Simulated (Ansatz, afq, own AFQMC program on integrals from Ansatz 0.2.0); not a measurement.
## Atomization energy of GeHO, doublet

```yaml
atoms:
  - { symbol: Ge, position_ang: [0.0000, 0.0134, 0.3432] }
  - { symbol: O, position_ang: [0.0000, -0.1072, -1.4387] }
  - { symbol: H, position_ang: [0.0000, 0.7369, -1.8995] }
```

Connectivity, by distances: Ge–OH.

Atoms in their ground-state spins without spin–orbit coupling (mostly on UHF) minus the molecule (UHF), without zero-point energy. The geometry is a stationary point, not shown to be a minimum.

Basis cc-pVDZ. Only valence electrons are correlated. Ansatz 0.2.0 and our own AFQMC program on the same integrals; the CISD trial comes from CCSD amplitudes, and released means the phaseless constraint is let go. Free AFQMC starts from the CCSD state and is never constrained. Its projection time is finite, and what remains of the start isn't in its error. Uncertainties: one standard error, sampling alone. No spin–orbit coupling. The errors of all members are added in quadrature.

No full CI on the walks' own integrals is used here; CCSDT(Q) serves as the reference and is uncertain by about the last step of the cluster series. Each member takes its own surest rung, up to full CI.

The best estimate is CCSD(T) at the basis-set limit (CBS: def2-TZVPP and def2-QZVPP, with their diffuse functions for anions and beside diffuse sets, CCSD(T) itself extrapolated) plus the step from CCSD(T) to CCSDT(Q) in cc-pVDZ. Rows without CBS are in cc-pVDZ, the functionals in def2-TZVP; B2PLYP and the wave-function rows carry a basis error of their own. Core correlation and relativity beyond core potentials are missing, and ± holds the sampling alone.

Cautions: inner d shell frozen; no relativity below Rb; no spin-orbit coupling; GeHO (doublet): the ph-AFQMC/CISD walk drifts between its halves (2.1 errors); other spins of the molecule weren't checked.

```
 level  atomization energy (eV)
B2PLYP                    8.901
  PBE0                    8.831
    HF                    5.179
```

Q: From these cheaper values, estimate the atomization energy at the level of the best estimate.

A: 9.106 eV (best estimate, highest rung CCSDT(Q)).

| level | atomization energy (eV) | error against the best estimate (eV) |
| --- | --- | --- |
| MP2 | 8.142 | -0.964 |
| CCSD | 7.736 | -1.371 |
| CCSD(T) | 7.887 | -1.219 |
| CCSDT | 7.893 | -1.213 |
| CCSDT(Q) | 7.916 | -1.191 |
| ph-AFQMC/CISD | 7.888 ± 0.017 | -1.218 ± 0.017 |
| released AFQMC | 7.898 ± 0.014 | -1.208 ± 0.014 |
| free AFQMC | 7.919 ± 0.015 | -1.187 ± 0.015 |
| HF/CBS | 5.628 | -3.478 |
| MP2/CBS | 9.398 | 0.292 |
| CCSD(T)/CBS | 9.079 | -0.028 |
| PBE | 9.292 | 0.185 |
| r2SCAN | 9.050 | -0.057 |
| B3LYP | 8.950 | -0.157 |
| wB97M-V | 9.007 | -0.099 |

Correlation beyond CCSD(T) adds 0.028 eV. Going to the basis-set limit adds 1.191 eV at CCSD(T). The perturbative (T) step is worth +0.152 eV.

Best estimates are given only where the step beyond CCSD(T) is under 0.3 eV and no member's determinant is very poor (T1 over 0.05, or 0.07 for open shells, ⟨S²⟩ too high by 0.3, two states mixed), so the hardest cases are missing from such tables.

The functionals ran in a triple-zeta set and keep a basis error of their own, a few kJ/mol for each bond in atomization energies and more for double hybrids, so close places among them and the extrapolated levels can swap.

CCSDT and higher add their correlation energy to the determinant of the CCSD(T) run, since their own runs factorise the integrals more tightly (a shift of under 2 meV). Free projections are given only where their last times agree within the noise and don't stop above the reference; a slow remainder of the start can still hide under it. Each member of a difference takes its own highest rung, so a best estimate needn't equal the limit plus the step of one row. A walk keeps the symmetry of its determinant, which the program's search chose and which needn't be the lowest solution, so a lower state of the same spin and another symmetry isn't excluded. Released energies are given only where the last usable release times agree within the noise; a slower fall can still hide under it.
